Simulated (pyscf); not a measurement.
F–SiH₃ + hydrogen (H₂) → silane (SiH₄) + hydrogen fluoride (HF) (four-centre exchange; singlet surface; F–Si, H–H broken, H–Si, F–H formed). Optimised with ωB97X-D3(BJ)/def2-SVP in PySCF. Energies in kJ/mol from the separated reactants.

| level | barrier | reaction energy |
|---|---|---|
| ωB97X-D3(BJ)/def2-TZVP | 242.2 | +108.6 |
| PBE/def2-TZVP | 208.9 | +102.7 |
| r²SCAN/def2-TZVP | 229.0 | +114.2 |
| M06-2X/def2-TZVP | (withheld) | (withheld) |
| ωB97M-D3(BJ)/def2-TZVP | 239.4 | +108.3 |
| HF/def2-TZVP | (withheld) | +109.0 |

**Question.** Some entries are withheld; supply them.

**Answer.** 
- M06-2X/def2-TZVP, barrier: 256.5
- M06-2X/def2-TZVP, reaction energy: +118.6
- HF/def2-TZVP, barrier: 319.4

The functionals in the table span 47.6 kJ/mol in this barrier, from PBE to M06-2X. One saddle was located; it need not be the lowest between these sides.
